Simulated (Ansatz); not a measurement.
`C#COCF` + CH₃SH → `CSCF` + `C#CO` at 600 K and 1 bar (substitution at a C–O bond).

Gas-phase electronic energies from Ansatz, PBE0-D4/def2-TZVP geometries. CBS: MP2 limit from def2 TZ/QZ plus the TZ coupled-cluster correction, frozen cores. This one scheme is used for every species. One conformer a species, not always the lowest.

```json
{"species": "`C#COCF`", "CCSD(T)/CBS energy (Eh)": "-290.81386", "H − E (kJ/mol)": "188.2", "S (J/(mol·K))": "377.8"}
{"species": "CH₃SH", "CCSD(T)/CBS energy (Eh)": "-438.22835", "H − E (kJ/mol)": "152.3", "S (J/(mol·K))": "296.8"}
{"species": "`CSCF`", "CCSD(T)/CBS energy (Eh)": "-576.66859", "H − E (kJ/mol)": "228.4", "S (J/(mol·K))": "378.6"}
{"species": "`C#CO`", "CCSD(T)/CBS energy (Eh)": "-152.38380", "H − E (kJ/mol)": "116.0", "S (J/(mol·K))": "292.0"}
```

H − E and S are ideal-gas, rigid-rotor, harmonic terms from PBE0-D4/def2-TZVP, for one conformer and one mirror image of each species. 1 Eh = 2625.50 kJ/mol, R = 8.31446 J/(mol·K).

Q: By hand: ΔE, ΔH, ΔS and ΔG.

A: ΔE = (-576.66859) + (-152.38380) − (-290.81386) − (-438.22835) = -0.01018 Eh = -26.7 kJ/mol. Δ(H − E) = 228.4 + 116.0 − 188.2 − 152.3 = 3.9, so ΔH = -22.8 kJ/mol. ΔS = 378.6 + 292.0 − 377.8 − 296.8 = -4.0 J/(mol·K). ΔG = -22.8 − 600 × (-4.0)/1000 = -20.4 kJ/mol.

Q: By hand: the equilibrium constant, and the temperature at which ΔG would vanish if ΔH and ΔS stayed fixed.

A: log₁₀ K = −ΔG/(RT ln 10) = 1.8. ΔG = 0 at ΔH/ΔS = 5700 K, far beyond where these terms or the molecules hold.

The number of gas molecules stays the same, so ΔS is small and ΔH decides. A doubt of 5 kJ/mol in ΔE shifts log₁₀ K by 0.4 here. Other conformers and mirror images would add mixing entropy, several J/(mol·K) or more a flexible species. Modes under 60 cm⁻¹, often nearly free rotors, make the harmonic entropy too high. These are equilibria of isolated gas molecules and say nothing of rates. Largest T1 diagnostic: 0.013 (customary marks: 0.02 for closed shells, 0.045 for open ones).
